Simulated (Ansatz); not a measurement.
# BH3⁺, doublet: stretch scan

Starting geometry (PBE0/def2-TZVP stationary point for this spin, not checked as a minimum):

```tsv
atom	x (Å)	y (Å)	z (Å)
B	0.0000	0.0000	0.0681
H	0.0000	0.7178	-0.9866
H	0.0000	0.0000	1.2424
H	0.0000	-0.7178	-0.9866
```

From there H2 moves along the line of the two atoms named below, all else staying in place; atoms are numbered as listed. Energies are in eV, counted from the starting geometry at the same level. Kohn–Sham curves are unrestricted where that lies lower.

Basis cc-pVTZ; Ansatz 0.2.0. Correlated methods freeze the noble-gas cores. R marks a restricted (for open shells ROHF) determinant, U an unrestricted one.

Full CI isn't at hand for all of this; UCCSDT(Q) serves as the reference, and is uncertain by about the last step of the cluster series.

```csv
distance B1-H2 (Å),UCCSDT(Q),PBE,r2SCAN,PBE0,B3LYP,BHLYP,wB97X-V,wB97M-V,B2PLYP,RPA-PBE
1.135,0.181,0.209,0.186,0.191,0.180,0.159,0.195,0.178,0.172,0.197
1.276,0.000,0.000,0.000,0.000,0.000,0.000,0.000,0.000,0.000,0.000
1.371,0.059,0.042,0.055,0.055,0.057,0.070,0.054,0.061,0.063,0.049
1.770,0.690,0.649,0.683,0.698,0.681,0.721,0.697,0.703,0.705,0.655
2.351,1.130,1.161,1.257,1.217,1.185,1.201,1.175,1.156,1.180,1.102
3.418,1.253,1.437,1.593,1.495,1.462,1.425,1.374,1.379,1.392,1.273
```

Q: Judged by the spread of the error over the points with a reference (largest less smallest), which of these follows UCCSDT(Q) best and which worst?

A: Subtracting the UCCSDT(Q) column from each: best RPA-PBE (errors from -0.035 to 0.021, spread 0.056 eV), worst r2SCAN (from -0.007 to 0.340, spread 0.347 eV). Functionals and wave-function methods converge differently with the basis, so part of this is basis effect.

PBE0 at 3.418 Å lies 0.243 eV (19 %) above the reference in this basis. PBE at 3.418 Å lies 0.184 eV (15 %) above the reference in this basis. B3LYP at 3.418 Å lies 0.209 eV (17 %) above the reference in this basis. r2SCAN at 3.418 Å lies 0.340 eV (27 %) above the reference in this basis.
